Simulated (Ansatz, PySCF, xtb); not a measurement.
Homolysis of single bonds, series SiH2(OH)-X. All species are isolated molecules in the gas phase. One relaxed conformer stands for each flexible species; it need not be the lowest. Strings in code marks are SMILES.

Quantity: homolytic bond dissociation enthalpy at 298 K (no spin–orbit term), in kcal/mol. Thermal and zero-point terms are GFN2-xTB rigid-rotor harmonic values (xtb).

Level 1: M06-2X/6-31G* // PBE0-D4/def2-TZVP (PySCF)
Level 2: PBE/6-31G* // PBE0-D4/def2-TZVP (PySCF)
Level 3: HF/STO-3G // PBE0-D4/def2-TZVP (PySCF)
Level 4: HF/def2-TZVPP // PBE0-D4/def2-TZVP (Ansatz, a first-principles code)

```csv
species,level 1,level 2,level 3,level 4
"C–Si bond of `O=C[SiH2]O` (O–C–Si–O torsion 0°, C–Si–O–H torsion 0°), giving `O[SiH2]` and `[CH]=O`",77.0,74.0,81.4,53.7
"O–Si bond of `O[SiH2]O` (H–O–Si–O torsion -66°, O–Si–O–H torsion -66°), giving `O[SiH2]` and `[OH]`",130.7,128.3,84.8,99.8
"C–Si bond of `CC(=O)[SiH2]O` (O–C–Si–O torsion 0°, C–Si–O–H torsion 0°), giving `C[C]=O` and `O[SiH2]`",78.1,74.9,78.5,52.7
"O–Si bond of `O[SiH3]`, giving `[OH]` and `[SiH3]`",119.3,116.6,77.3,90.6
"C–Si bond of `C[SiH2]O` (C–Si–O–H torsion 70°), giving `O[SiH2]` and `[CH3]`",93.0,90.8,97.1,66.0
"O–Si bond of `O[SiH2]Br` (H–O–Si–Br torsion 59°), giving `[OH]` and `[SiH2]Br`",122.9,120.2,75.7,93.7
"C–C bond of `CC[SiH2]O` (C–C–Si–O torsion -58°, C–Si–O–H torsion -73°), giving `[CH2][SiH2]O` and `[CH3]`",90.4,88.8,83.4,52.4
"Si–Br bond of `O[SiH2]Br` (H–O–Si–Br torsion 59°), giving `O[SiH2]` and `[Br]`",96.2,100.2,92.9,76.2
```
